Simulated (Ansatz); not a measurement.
A nudged elastic band was laid between two geometries of CH5AlO (8 atoms, charge 0, multiplicity 1).

Level of theory: Ansatz 0.2.0, RKS r2SCANh-D4/def2-SVP.

```json
{"movable images": "7", "climbing image": "yes", "spring": "5.0 eV/Å²", "optimiser": "quadratic models (default)", "start path": "through a guess of the saddle point", "force threshold": "0.05 eV/Å", "iteration limit": "60", "end points": "relaxed"}
```

Initial state:

```xyz
8
Properties=species:S:1:pos:R:3
Al -0.052 -0.055 -0.729
H 0.119 0.789 -2.065
O -0.505 -1.695 -0.850
H -0.673 -2.176 -1.662
C 0.230 0.664 1.050
H 1.271 1.000 1.187
H 0.011 -0.076 1.834
H -0.401 1.549 1.235
```

Final state:

```xyz
8
Properties=species:S:1:pos:R:3
Al -0.277 -1.003 0.055
H 0.014 0.397 -2.027
O -0.686 -2.388 -0.646
H -0.189 -0.333 -2.137
C 0.210 0.589 1.040
H 1.236 0.900 0.794
H 0.158 0.414 2.125
H -0.466 1.423 0.797
```

(1) Which bonds break or form, and what moves?

(2) Give the energies along the band, and the barrier.

(3) What is the geometry of the highest image?

(4) What are the harmonic wavenumbers there?

Answers

(1) Bonds broken: Al1–H2, O3–H4. Bonds formed: H2–H4. CH5AlO becomes CH3AlO + H2.

(2) The run converged. The highest image is number 5 of 0 to 8, 267.0 kJ/mol above the first end and 19.2 kJ/mol above the last; the last end lies 247.8 kJ/mol above the first. A vibrational analysis at the climbing image gives one clearly imaginary mode, 773i cm⁻¹: a first-order saddle point. The orbitals stay closed-shell, which can raise the energy where a bond breaks towards radicals; this wasn't checked here.

```
image  path coordinate (Å)  energy (kJ/mol)  Al1–H2 (Å)  O3–H4 (Å)  H2–H4 (Å)
    0                 0.00              0.0        1.59       0.96       3.10
    1                 0.45              5.0        1.59       0.96       2.83
    2                 0.91             25.4        1.58       0.97       2.39
    3                 1.36             71.0        1.60       0.98       1.85
    4                 1.82            174.8        1.73       1.11       1.31
    5                 2.27            267.0        1.93       1.61       0.89
    6                 2.63            255.9        2.19       2.00       0.79
    7                 2.99            249.0        2.42       2.35       0.77
    8                 3.34            247.8        2.53       2.59       0.77
```

(3) 
```xyz
8
Properties=species:S:1:pos:R:3:forces:R:3
Al -0.170 -0.693 -0.227 0.00 0.00 0.00
H -0.117 0.100 -1.989 0.00 0.00 0.00
O -0.524 -2.062 -1.040 0.00 0.00 0.00
H -0.304 -0.767 -1.971 0.00 0.00 0.00
C 0.218 0.648 1.104 0.00 0.00 0.00
H 1.272 0.959 1.051 0.00 0.00 0.00
H 0.028 0.271 2.120 0.00 0.00 0.00
H -0.402 1.544 0.952 0.00 0.00 0.00
```

(4) 773i, 62, 178, 213, 592, 653, 659, 716, 1096, 1104, 1214, 1424, 1426, 1721, 2556, 3055, 3164, 3168 cm⁻¹.

The run took 120 s on 2 threads of INTEL(R) XEON(R) PLATINUM 8581C CPU @ 2.10GHz (Emerald Rapids), on a shared host, peak memory 0.17 GiB.
